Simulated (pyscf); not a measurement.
PySCF, gas phase, ωB97X-D3(BJ)/def2-SVP geometries.

Problem. PBE/def2-TZVP puts the barrier of H₃Ge–SeH + hydrogen chloride (HCl) -> H₂Se + Cl–GeH₃ (four-centre exchange; singlet surface; Ge–Se, Cl–H broken, H–Se, Cl–Ge formed) at 100.0 kJ/mol and the reaction energy at -14.7 kJ/mol, from the separated reactants. What do r²SCAN/def2-TZVP, M06-2X/def2-TZVP, ωB97M-D3(BJ)/def2-TZVP give on the same structures?

Solution. r²SCAN: ΔE‡ = 108.6 kJ/mol, ΔE = -16.9 kJ/mol; M06-2X: ΔE‡ = 122.0 kJ/mol, ΔE = -21.0 kJ/mol; ωB97M-D3(BJ): ΔE‡ = 129.6 kJ/mol, ΔE = -19.0 kJ/mol. PBE's barrier lies under all of them, by 8.5 to 29.6 kJ/mol. Its reaction energy lies over all of them, by 2.2 to 6.2 kJ/mol. Low barriers are usual for a GGA, whose delocalisation error favours stretched bonds. On the reactant side the descent ends in a complex, 20.4 kJ/mol under the separated species and 142.3 kJ/mol under the saddle at ωB97X-D3(BJ)/def2-TZVP. One saddle was located; it need not be the lowest between these sides. Elements up to Kr have no core potential and no relativistic terms here.
